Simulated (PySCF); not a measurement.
Gas-phase reaction: 2 SiO(OH)2 + 2 F ⇌ SiF2(OH)2 + H2O2 + SiO2

Method: PySCF energies plus ideal-gas RRHO corrections (1 bar). S°(298 K) at PBE0/def2-TZVP differs from the NASA 1993 table for H2O2 (-8 J/mol/K); whether the harmonic model or the table's entry is off was not settled. † marks an energy on the PBE0/def2-TZVP geometry and frequencies; other levels use their own. MP2 and CCSD(T) freeze the core. Open shells (unrestricted): F (multiplicity 2, electronic degeneracy 6); the rest are closed-shell singlets. Spin-orbit splitting is ignored; it lowers the true energy and changes the entropy of F. No R ln 2 is added for the mirror-image form of SiF2(OH)2, H2O2. SiO(OH)2, SiF2(OH)2: computed as isolated molecules; such fragments, hydroxides, amides, oligomers or adducts are transient or little studied in the gas. MP2 isn't extrapolated to the basis-set limit; its ΔH°(298 K) is -430.5 kJ in def2-SVP and -453.1 kJ in def2-TZVPP. CCSD(T) isn't extrapolated to the basis-set limit; its ΔH°(298 K) is -400.0 kJ in def2-SVP and -415.2 kJ in def2-TZVPP. The harmonic model lacks anharmonicity and excited electronic states, which grow with temperature; levels with a mode under 35 cm⁻¹ are left out. Internal rotation in SiO(OH)2, SiF2(OH)2, H2O2 is treated as a harmonic vibration of one conformer, which makes the entropy rough. Warning, large T1 diagnostic: SiO2 (CCSD(T)/def2-SVP†).

```csv
level,"ΔE electronic, kJ","ΔH°(298 K), kJ","ΔS°(298 K), J/K","ΔG°(2500 K), kJ"
CCSD(T)/def2-SVP†,-405,-400,-121,-71
M06-2X/def2-TZVP†,-421,-415,-121,-86
MP2/def2-SVP†,-436,-430,-121,-101
PBE/def2-SVP,-500,-495,-121,-167
PBE/def2-TZVP†,-481,-476,-121,-147
PBE0/def2-QZVP†,-418,-413,-121,-84
PBE0/def2-SVP†,-424,-419,-121,-90
PBE0/def2-TZVP,-416,-411,-121,-82
LDA/def2-TZVP†,-591,-586,-121,-257
ωB97X-V/def2-TZVP†,-427,-422,-121,-93
```
ΔH° is lowest at LDA/def2-TZVP† and highest at CCSD(T)/def2-SVP†. No reference value is set beside these.
